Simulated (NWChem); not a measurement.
# BN2H5 (SMILES NBN) at wB97X/def2-SVP

Aim: the vertical ionisation energy of BN2H5 at wB97X/def2-SVP, from 2 runs. 

Program for the calculation: NWChem 7.3.0.

## (1) The structure to begin with

The species is BN2H5 (8 atoms), meant as a singlet with charge 0. SMILES: `NBN`. Geometry: relaxed at PBE0-D4/def2-TZVP.

Bond lengths: N1–B2 1.409 Å, B2–N3 1.409 Å, N1–H4 1.005 Å, N1–H5 1.002 Å, B2–H6 1.200 Å, N3–H7 1.003 Å, N3–H8 1.005 Å. Angles: N1–B2–N3 122.9°, N1–B2–H6 118.5°, N3–B2–H6 118.5°, B2–N1–H4 124.5°, B2–N1–H5 121.9°, B2–N3–H7 121.9°, B2–N3–H8 124.5°, H4–N1–H5 113.6°, H7–N3–H8 113.6°.

## (2) The energy at wB97X/def2-SVP

The input, job.nw:

```
START job
TITLE "BH5N2"
memory stack 880 mb heap 220 mb global 1100 mb

GEOMETRY noautosym nocenter noautoz
   N       -0.971000       0.516500      -0.581100
   B        0.194200       0.386600       0.200500
   N        0.848200      -0.845200       0.401400
   H       -1.426800      -0.244500      -1.053400
   H       -1.423900       1.400900      -0.713700
   H        0.649700       1.368600       0.718000
   H        1.676700      -0.919800       0.960900
   H        0.545000      -1.720300       0.011600
END

BASIS spherical bse
   * library def2-SVP
END

DFT
   xc wb97x
   mult 1
   grid lebedev 99 14
   convergence energy 1e-08
   iterations 100
   mulliken
   noprint "final vectors analysis"
END

TASK dft energy
```

Run with:

```console
$ nwchem job.nw > job.out
```

Output:

```text
[...]
          Wavefunction type:  closed shell.
          No. of atoms     :     8
          No. of electrons :    24
[...]
          Charge           :     0
          Spin multiplicity:     1
[...]
          AO basis - number of functions:    67
[...]
              XC Information
              --------------
                       wb97x  Method XC Functional
                     Hartree-Fock (Exact) Exchange  1.000
                         wb97x Exchange Functional  1.000
                      wb97x Correlation Functional  1.000
[...]
 d= 0,ls=0.0,diis     1   -137.2554809868 -2.06D+02  8.35D-03  4.08D-01     3.1
[...]
 d= 0,ls=0.0,diis     8   -137.3055099575 -1.38D-09  6.22D-07  4.19D-10    21.6
         Total DFT energy =     -137.305509957469
      One electron energy =     -321.333113232946
           Coulomb energy =      134.956480742920
    Exchange-Corr. energy =      -19.781477270462
 Nuclear repulsion energy =       68.852599803019
[...]
      Total Density - Mulliken Population Analysis
     ---------------------------------------------
    Atom       Charge   Shell Charges
 -----------   ------   -------------------------------------------------------
    1 N    7     7.15   1.99  0.95  0.34  2.50  1.36  0.01
    2 B    5     5.09   1.99  0.75  0.14  1.62  0.47  0.12
    3 N    7     7.15   1.99  0.95  0.34  2.50  1.36  0.01
    4 H    1     0.89   0.73  0.12  0.05
    5 H    1     0.88   0.72  0.11  0.05
    6 H    1     1.07   0.75  0.31  0.01
    7 H    1     0.88   0.72  0.11  0.05
    8 H    1     0.89   0.73  0.12  0.05
[...]
```

It took 23 s on 1 thread of Intel Xeon Platinum 8488C (Sapphire Rapids), shared host; peak memory 0.12 GiB.

## (3) The doublet cation

The input, bh5n2.nw:

```
echo
start bh5n2
memory 2200 mb
charge 1

geometry units au noautosym nocenter noautoz
 N     -1.83492407     0.97604354    -1.09811985
 B      0.36698481     0.73056812     0.37889009
 N      1.60286570    -1.59719652     0.75853607
 H     -2.69626123    -0.46203804    -1.99063750
 H     -2.69078103     2.64731733    -1.34869754
 H      1.22775506     2.58627917     1.35682336
 H      3.16850379    -1.73817009     1.81583783
 H      1.02990074    -3.25089585     0.02192082
end

basis "ao basis" spherical bse
 N library def2-SVP
 B library def2-SVP
 H library def2-SVP
end

dft
 xc wb97x
 mult 2
 grid lebedev 99 14
 convergence energy 1e-08
 iterations 100
 mulliken
 noprint "final vectors analysis"
end

task dft energy
```

Run with:

```console
$ nwchem bh5n2.nw > bh5n2.out
```

Output:

```text
[...]
          Wavefunction type:  spin polarized.
          No. of atoms     :     8
          No. of electrons :    23
[...]
          Charge           :     1
          Spin multiplicity:     2
[...]
          AO basis - number of functions:    67
[...]
              XC Information
              --------------
                       wb97x  Method XC Functional
                     Hartree-Fock (Exact) Exchange  1.000
                         wb97x Exchange Functional  1.000
                      wb97x Correlation Functional  1.000
[...]
 d= 0,ls=0.0,diis     1   -136.8586572985 -2.06D+02  6.03D-03  2.29D-01     3.2
[...]
 d= 0,ls=0.0,diis    10   -136.9647678768 -7.38D-09  4.39D-07  3.25D-10    31.1
[...]
         Total DFT energy =     -136.964767876767
      One electron energy =     -314.287359575818
           Coulomb energy =      127.900991546763
    Exchange-Corr. energy =      -19.430994697537
 Nuclear repulsion energy =       68.852594849825
[...]
      Total Density - Mulliken Population Analysis
     ---------------------------------------------
    Atom       Charge   Shell Charges
 -----------   ------   -------------------------------------------------------
    1 N    7     6.91   1.99  1.01  0.35  2.43  1.13  0.01
    2 B    5     5.08   1.99  0.78  0.13  1.67  0.40  0.11
    3 N    7     6.91   1.99  1.01  0.35  2.43  1.13  0.01
    4 H    1     0.80   0.70  0.06  0.05
    5 H    1     0.78   0.69  0.04  0.05
    6 H    1     0.94   0.74  0.19  0.01
    7 H    1     0.78   0.69  0.04  0.05
    8 H    1     0.80   0.70  0.06  0.05
[...]
      <S2> =      0.7845 (Exact =     0.7500)
[...]
```

Run time: 32 s. Hardware: 1 thread of Intel Xeon Platinum 8488C (Sapphire Rapids), shared host; peak memory 0.12 GiB.

## (4) Results

Level: wB97X/def2-SVP.

| quantity | value |
| --- | --- |
| singlet BN2H5: total energy | -137.30551 Eh |
| singlet BN2H5: dipole moment | 1.51 D |
| doublet cation: total energy | -136.96477 Eh |
| doublet cation: ⟨S²⟩ | 0.784 |
| vertical ionisation energy (to the doublet cation) | 9.272 eV |

**Reading.** The vertical ionisation energy comes to 9.27 eV (895 kJ/mol). Mulliken charges (doublet cation) run from -0.08 on B2 to +0.22 on H5; they depend strongly on the basis.
